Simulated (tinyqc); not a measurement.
Worked calculation: UHF in the sto-3g basis, for H2O, spin multiplicity 3. This run ends on a higher stationary point, not on the lowest solution. One step of it, computed by the program tinyqc.

Question. Iteration 2: diagonalisation and new density. Diagonalise F' = X^T F X, C = X C', fill 6 alpha and 4 beta electrons from the bottom; D(s) = C_occ C_occ^T. Each column has its largest component positive (the first on a tie).

F(alpha) (hartree), order 1O 1s, 1O 2s, 1O 2px, 1O 2py, 1O 2pz, 2H 1s, 3H 1s:
```
[[-19.549018, -5.035315, 0.000000, 0.000000, -0.004803, -0.566055, -0.566055],
 [-5.035315, -2.169845, 0.000000, 0.000000, -0.098539, -0.530929, -0.530929],
 [0.000000, 0.000000, -0.061431, 0.000000, 0.000000, 0.000000, 0.000000],
 [0.000000, 0.000000, 0.000000, -0.216954, 0.000000, -0.205912, 0.205912],
 [-0.004803, -0.098539, 0.000000, 0.000000, -0.108463, -0.199388, -0.199388],
 [-0.566055, -0.530929, 0.000000, -0.205912, -0.199388, -0.369361, -0.268807],
 [-0.566055, -0.530929, 0.000000, 0.205912, -0.199388, -0.268807, -0.369361]]
```

F(beta) (hartree), order 1O 1s, 1O 2s, 1O 2px, 1O 2py, 1O 2pz, 2H 1s, 3H 1s:
```
[[-19.518862, -4.995034, 0.000000, 0.000000, -0.004264, -0.560019, -0.560019],
 [-4.995034, -1.973051, 0.000000, 0.000000, -0.086891, -0.465748, -0.465748],
 [0.000000, 0.000000, -0.006656, 0.000000, 0.000000, 0.000000, 0.000000],
 [0.000000, 0.000000, 0.000000, 0.681102, 0.000000, -0.069077, 0.069077],
 [-0.004264, -0.086891, 0.000000, 0.000000, -0.045066, -0.170813, -0.170813],
 [-0.560019, -0.465748, 0.000000, -0.069077, -0.170813, 0.023643, -0.136326],
 [-0.560019, -0.465748, 0.000000, 0.069077, -0.170813, -0.136326, 0.023643]]
```

X, order 1O 1s, 1O 2s, 1O 2px, 1O 2py, 1O 2pz, 2H 1s, 3H 1s:
```
[[-0.406023, 0.000000, 0.693897, 0.000000, 0.610754, 0.000000, 0.212025],
 [0.930755, 0.000000, -0.293302, 0.000000, 0.327462, 0.000000, 0.462509],
 [0.000000, 0.000000, 0.000000, 1.000000, 0.000000, 0.000000, 0.000000],
 [0.000000, 0.785112, 0.000000, 0.000000, 0.000000, 0.704958, 0.000000],
 [0.444961, 0.000000, 0.684674, 0.000000, -0.594612, 0.000000, 0.233286],
 [-0.572154, -0.699794, -0.218540, 0.000000, -0.181571, 0.395453, 0.391677],
 [-0.572154, 0.699794, -0.218540, 0.000000, -0.181571, -0.395453, 0.391677]]
```

Give: F' = X^T F X; orbital energies; coefficients C; F' = X^T F X; orbital energies; coefficients C; D(alpha) after iteration 2; D(beta) after iteration 2.

Answer.

F' = X^T F X (alpha) (hartree):
```
[[-1.0079, 0.0000, 2.5874, 0.0000, 2.5144, 0.0000, 1.1288],
 [0.0000, 0.2203, 0.0000, 0.0000, 0.0000, 0.0109, 0.0000],
 [2.5874, 0.0000, -7.3000, 0.0000, -8.0535, 0.0000, -3.9312],
 [0.0000, 0.0000, 0.0000, -0.0614, 0.0000, 0.0000, 0.0000],
 [2.5144, 0.0000, -8.0535, 0.0000, -9.2863, 0.0000, -4.6713],
 [0.0000, 0.0109, 0.0000, 0.0000, 0.0000, -0.3689, 0.0000],
 [1.1288, 0.0000, -3.9312, 0.0000, -4.6713, 0.0000, -3.1996]]
```

orbital energies (alpha) (hartree): [-19.5590, -0.9792, -0.3691, -0.3294, -0.0614, 0.0738, 0.2205]

coefficients C (alpha), order 1O 1s, 1O 2s, 1O 2px, 1O 2py, 1O 2pz, 2H 1s, 3H 1s:
```
[[0.9939, -0.2369, 0.0000, -0.1325, 0.0000, -0.0534, 0.0000],
 [0.0256, 0.8759, 0.0000, 0.6381, 0.0000, 0.3138, 0.0000],
 [0.0000, 0.0000, 0.0000, 0.0000, 1.0000, 0.0000, 0.0000],
 [0.0000, 0.0000, 0.6904, 0.0000, 0.0000, 0.0000, 0.7980],
 [0.0017, 0.1062, 0.0000, -0.4124, 0.0000, 0.9452, 0.0000],
 [-0.0039, 0.1762, 0.4083, -0.5506, 0.0000, -0.4768, -0.6924],
 [-0.0039, 0.1762, -0.4083, -0.5506, 0.0000, -0.4768, 0.6924]]
```

F' = X^T F X (beta) (hartree):
```
[[-0.6592, 0.0000, 2.6764, 0.0000, 2.6375, 0.0000, 0.9993],
 [0.0000, 0.7283, 0.0000, 0.0000, 0.0000, 0.3137, 0.0000],
 [2.6764, 0.0000, -7.2133, 0.0000, -8.0423, 0.0000, -4.0328],
 [0.0000, 0.0000, 0.0000, -0.0067, 0.0000, 0.0000, 0.0000],
 [2.6375, 0.0000, -8.0423, 0.0000, -9.1915, 0.0000, -4.7168],
 [0.0000, 0.3137, 0.0000, 0.0000, 0.0000, 0.3115, 0.0000],
 [0.9993, 0.0000, -4.0328, 0.0000, -4.7168, 0.0000, -2.9213]]
```

orbital energies (beta) (hartree): [-19.5272, -0.7733, -0.1060, -0.0067, 0.1433, 0.4213, 0.8965]

coefficients C (beta), order 1O 1s, 1O 2s, 1O 2px, 1O 2py, 1O 2pz, 2H 1s, 3H 1s:
```
[[0.9944, -0.2455, 0.0823, 0.0000, 0.0000, 0.0913, 0.0000],
 [0.0233, 0.9301, -0.3829, 0.0000, 0.0000, -0.5111, 0.0000],
 [0.0000, 0.0000, 0.0000, 1.0000, 0.0000, 0.0000, 0.0000],
 [0.0000, 0.0000, 0.0000, 0.0000, 0.2503, 0.0000, 1.0251],
 [0.0016, 0.1191, 0.8092, 0.0000, 0.0000, -0.6369, 0.0000],
 [-0.0036, 0.1174, 0.2714, 0.0000, 0.6792, 0.6885, -0.4299],
 [-0.0036, 0.1174, 0.2714, 0.0000, -0.6792, 0.6885, 0.4299]]
```

D(alpha) after iteration 2, order 1O 1s, 1O 2s, 1O 2px, 1O 2py, 1O 2pz, 2H 1s, 3H 1s:
```
[[1.0643, -0.2834, 0.0000, 0.0000, -0.0193, 0.0528, 0.0528],
 [-0.2834, 1.2735, 0.0000, 0.0000, 0.1265, -0.3467, -0.3467],
 [0.0000, 0.0000, 1.0000, 0.0000, 0.0000, 0.0000, 0.0000],
 [0.0000, 0.0000, 0.0000, 0.4766, 0.0000, 0.2819, -0.2819],
 [-0.0193, 0.1265, 0.0000, 0.0000, 1.0748, -0.2049, -0.2049],
 [0.0528, -0.3467, 0.0000, 0.2819, -0.2049, 0.7282, 0.3948],
 [0.0528, -0.3467, 0.0000, -0.2819, -0.2049, 0.3948, 0.7282]]
```

D(beta) after iteration 2, order 1O 1s, 1O 2s, 1O 2px, 1O 2py, 1O 2pz, 2H 1s, 3H 1s:
```
[[1.0560, -0.2367, 0.0000, 0.0000, 0.0389, -0.0100, -0.0100],
 [-0.2367, 1.0122, 0.0000, 0.0000, -0.1990, 0.0052, 0.0052],
 [0.0000, 0.0000, 1.0000, 0.0000, 0.0000, 0.0000, 0.0000],
 [0.0000, 0.0000, 0.0000, 0.0000, 0.0000, 0.0000, 0.0000],
 [0.0389, -0.1990, 0.0000, 0.0000, 0.6691, 0.2336, 0.2336],
 [-0.0100, 0.0052, 0.0000, 0.0000, 0.2336, 0.0875, 0.0875],
 [-0.0100, 0.0052, 0.0000, 0.0000, 0.2336, 0.0875, 0.0875]]
```
